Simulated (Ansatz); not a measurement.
# BeO (quintet): wave-function methods side by side, def2-QZVPP

An exercise on one series of results from a longer session: the logs are not shown, and one member is left open.

Computed with Ansatz 0.2.0, Gaussian basis. Level: def2-QZVPP, core rule «outside noble gas», up to 2 orbitals frozen.

To be run: UHF; ROHF; CCSD(T) on UHF.

2 further runs of the same task are left out: 2 set aside as unsound or not needed.

## The system

The geometry is a PBE0/def2-TZVP stationary point (not a proven minimum) of the parent state, kept for this charge and spin.

2 atoms, charge 0, spin multiplicity 5.

Atoms are counted from 1 here; the program's logs count them from 0.

Bond lengths: O1–Be2 1.468 Å.

As a file:

| atom | x (Å) | y (Å) | z (Å) |
| --- | --- | --- | --- |
| O1 | 0.0000 | 0.0000 | 0.0000 |
| Be2 | 0.0000 | 0.0000 | 1.4682 |

The first run:

Input file in.yaml:

```yaml
crystal:
  periodic: [false, false, false]
  atoms:
    - {symbol: O, position_ang: [0.000000, 0.000000, 0.000000]}
    - {symbol: Be, position_ang: [0.000000, 0.000000, 1.468200]}
basis:
  gaussian: {orbitals: "def2-QZVPP.json"}
magnetization: {spin_polarized: true, initial_magnetization: 4}
hamiltonian: {xc: hf}
output: {orbitals: {seedname: orbitals}}
```

Command:

```
ansatz run in.yaml --threads 1 --pin off --events-out ev --progress --plain --max-ram 2393MiB
```

Among the steps run: UHF; ROHF; CCSD(T) on UHF.

One table of the session follows, with a row left open; its other results are not shown here.

It belongs to the step «Misses and costs». 

```
  method  from UCCSD(T) (kcal/mol)
    ROHF                   +121.57
     UHF                   +117.26
    UMP2                         ?
   UCCSD                     +2.60
UCCSD(T)                         0
```

Q: Estimate the row for UMP2 from the others.

The run gave: from UCCSD(T) (kcal/mol): +14.28. In the column «from UCCSD(T) (kcal/mol)» it lies between UCCSD (+2.60) and UHF (+117.26).
